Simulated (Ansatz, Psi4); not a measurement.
**Heat of formation of CCl4 (carbon tetrachloride) from total energies**

CCl4 has 5 atoms, charge 0, and is taken as a singlet. SMILES: `ClC(Cl)(Cl)Cl`. The shape is that of a PBE0-D4/def2-TZVP optimisation.

Total energies at M06-L/def2-SVP (Psi4 1.11); the atoms run unrestricted:

| species | state | energy (Eh) |
| --- | --- | --- |
| CCl4 | singlet | -1878.271652 |
| Cl | doublet | -459.991641 |
| C | triplet | -37.802011 |

Harmonic wavenumbers at PBE0-D4/def2-TZVP, in cm⁻¹: 217, 217, 317, 317, 317, 471, 790, 791, 791.

Measured heats of formation of the gaseous atoms at 298.15 K, in kJ/mol: Cl 121.3, C 716.9. Spin-orbit lowering of the atoms at 298 K (mean of the ground term's levels less their thermal mean, from spectra), in kJ/mol: Cl 3.44, C 0.02. Take 1 Eh = 2625.50 kJ/mol, 1 cm⁻¹ = 0.0119627 kJ/mol, RT = 2.479 kJ/mol.

Problem. What heat of formation follows?

Solution. 
1. Electronic atomisation energy: 4 × (-459.991641) + (-37.802011) − (-1878.271652) = 0.503077 Eh = 1320.8 kJ/mol.
2. Zero-point energy: half the sum of the wavenumbers, 2114 cm⁻¹ = 25.3 kJ/mol.
3. Thermal vibrational enthalpy, Σ hcν̃/(exp(hcν̃/kT) − 1): 7.2 kJ/mol. Translation, rotation and pV of a non-linear molecule: 4 RT = 9.9 kJ/mol.
4. The 5 free atoms carry 5/2 RT each: 31.0 kJ/mol.
5. Spin-orbit coupling lowers the free atoms by 4 × 3.44 + 0.02 = 13.8 kJ/mol.
6. Atomisation enthalpy at 298 K: 1320.8 − 13.8 − 25.3 − 7.2 − 9.9 + 31.0 = 1295.6 kJ/mol.
7. Sum of the atoms' heats of formation: 1202.1 kJ/mol. Heat of formation: 1202.1 − 1295.6 = -93.5 kJ/mol.

The tabulated value is -97.6 kJ/mol (Active Thermochemical Tables), so this level is off by +4.1 kJ/mol, or 0.3 % of the atomisation enthalpy. So close a hit in a small basis owes something to errors that cancel. Anharmonicity and any spin-orbit splitting of the molecule are left out.
